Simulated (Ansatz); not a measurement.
Write a Python script for Ansatz 0.2.0 through its Python package that makes a composite energy at a relaxed geometry of S₂. Use (for the species named): PBE0, def2-SVP basis, multiplicity 3.

```yaml
atoms:
  - { symbol: S, position_ang: [0.0000, 0.0000, 0.0000] }
  - { symbol: S, position_ang: [0.0000, 0.0000, 1.9700] }
```

`composite_s2.py`
```python
# -*- coding: utf-8 -*-
import warnings

import ansatz as az
import numpy as np


def main():
    warnings.simplefilter('ignore', az.DeckWarning)

    molecule = (
        az.Crystal.molecule()
        .atom('S', [0.0, 0.0, 0.0])
        .atom('S', [0.0, 0.0, 1.97])
    )

    model = molecule.calculation().basis(gaussian='def2-SVP').functional('pbe0').spin('collinear', total=2)
    symbols = [site.symbol for site in molecule.cartesian_sites]
    start = np.array([site.position_ang for site in molecule.cartesian_sites], dtype=float)
    summary = model.relax(force_tolerance=0.01).run().report
    end = np.array(summary['positions_ang'])
    print('final positions (A) and the move of each atom')
    for symbol, xyz, old in zip(symbols, end, start):
        print(f'{symbol:2s} {xyz[0]:10.5f} {xyz[1]:10.5f} {xyz[2]:10.5f}   {np.linalg.norm(xyz - old):7.4f}')

    minimum = az.Crystal.molecule()
    for symbol, place in zip(symbols, end):
        minimum = minimum.atom(symbol, place.tolist())
    at_minimum = minimum.calculation().spin('collinear', total=2)
    level = lambda method, basis: at_minimum.basis(gaussian=basis).correlation(method).run().report
    small, large, cluster = level('mp2', 'cc-pVDZ'), level('mp2', 'cc-pVTZ'), level('ccsd_t', 'cc-pVDZ')
    corr = lambda each: (each['free_energy_ev'] - each['reference_energy_ev']) / 27.211386246
    mp2_limit = (27 * corr(large) - 8 * corr(small)) / 19
    pieces = {'HF / cc-pVTZ': large['reference_energy_ev'] / 27.211386246, 'MP2 correlation, DZ-TZ limit': mp2_limit, 'CCSD(T) - MP2 / cc-pVDZ': corr(cluster) - corr(small)}
    for name, value in pieces.items():
        print(f'{name:32s} {value:14.6f} Ha')
    print(f'{"sum":32s} {sum(pieces.values()):14.6f} Ha')
    print('T1 diagnostic', round(cluster['correlation']['coupled_cluster']['t1_diagnostic'], 4))


if __name__ == '__main__':
    main()
```

```console
$ python composite_s2.py
final positions (A) and the move of each atom
S    -0.00000    0.00000    0.03289    0.0329
S     0.00000   -0.00000    1.93711    0.0329
HF / cc-pVTZ                        -795.096150 Ha
MP2 correlation, DZ-TZ limit          -0.344203 Ha
CCSD(T) - MP2 / cc-pVDZ               -0.031728 Ha
sum                                 -795.472082 Ha
T1 diagnostic 0.0138
```

What to keep in mind:
- Total energies depend on the basis set; only differences at equal settings carry meaning.
- The sum leaves out core correlation, relativity, the Hartree-Fock basis error and zero-point energy; a DZ-TZ extrapolation is rough.
- The species is open-shell (spin multiplicity 3).
- Inner cores stay frozen, so this is valence correlation.
- For Al to Cl the sets with a tight d function, cc-pV(X+d)Z, are usual.
- The spin state was assumed, and another may lie lower.
- Timing: 5.9 s on 1 thread of Arm Neoverse V1, on a shared host, peak memory 0.18 GiB.

(A comment or docstring line of the script was reworded after the run, the code is as it ran; lines on the test bed's own set-up are left out of the output.)
